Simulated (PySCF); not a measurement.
Numbering as in the mapped SMILES `[O:1]=[C:2]([OH:3])[C@@H:4]1[CH2:5][O:6]1`. Hydrogens are named by the atom that carries them. Ha(C5) is cis to C2 on the ring; Hb(C5) is trans to C2 on the ring.

Geometry: GFN2-xTB; GIAO shifts from PySCF 2.14, gas phase, non-relativistic, averaged over equivalent atoms.

At PBE0/6-31G (62 basis functions, 12 s wall time on 1 thread of an Intel Xeon, shared host):
```json
{"atoms": "O1", "δ (ppm)": "428.6"}
{"atoms": "O3", "δ (ppm)": "173.3"}
{"atoms": "O6", "δ (ppm)": "19.8"}
{"atoms": "C2", "δ (ppm)": "166.7"}
{"atoms": "C4", "δ (ppm)": "45.6"}
{"atoms": "C5", "δ (ppm)": "44.7"}
{"atoms": "H(O3)", "δ (ppm)": "5.67"}
{"atoms": "Ha(C5)", "δ (ppm)": "3.23"}
{"atoms": "H(C4)", "δ (ppm)": "3.21"}
{"atoms": "Hb(C5)", "δ (ppm)": "2.99"}
```

Scale: ¹⁷O (σref 321.08) vs H2O; ¹³C (σref 201.73), ¹H (σref 33.07) vs TMS (reference shieldings calculated alike).

Question: What do these become at KT3/6-311+G(2d,p)?

Answer: 
```
 atoms  δ at KT3/6-311+G(2d,p)  change
    O1                   389.9   -38.7
    O3                   179.7    +6.4
    O6                    34.0   +14.2
    C2                   161.5    -5.2
    C4                    45.5    -0.1
    C5                    45.7    +1.0
 H(O3)                    5.45   -0.22
Ha(C5)                    2.99   -0.24
 H(C4)                    3.28   +0.07
Hb(C5)                    2.84   -0.15
```

Shifts are taken against calculated references (same method and geometry level): ¹⁷O (σ = 324.95 ppm) vs H2O; TMS for ¹³C (σ = 190.05 ppm), ¹H (σ = 32.12 ppm).

The largest change is at O1 (carbonyl oxygen). Cost: 186 basis functions, 85 s wall time on 1 thread of an Intel Xeon, shared host. The order of the carbon signals changes between the two levels.

The C=O carbon of an acid or of an amide with N–H lies up to 10 ppm further downfield in solution, through hydrogen bonding that the calculation lacks. Unscaled 17O shifts of doubly bonded oxygen tend to come out too high, by tens of ppm or more. Experimental scales use liquid or dissolved standards, which lie at an offset from isolated H2O (liquid H2O: subtract about 36 ppm).
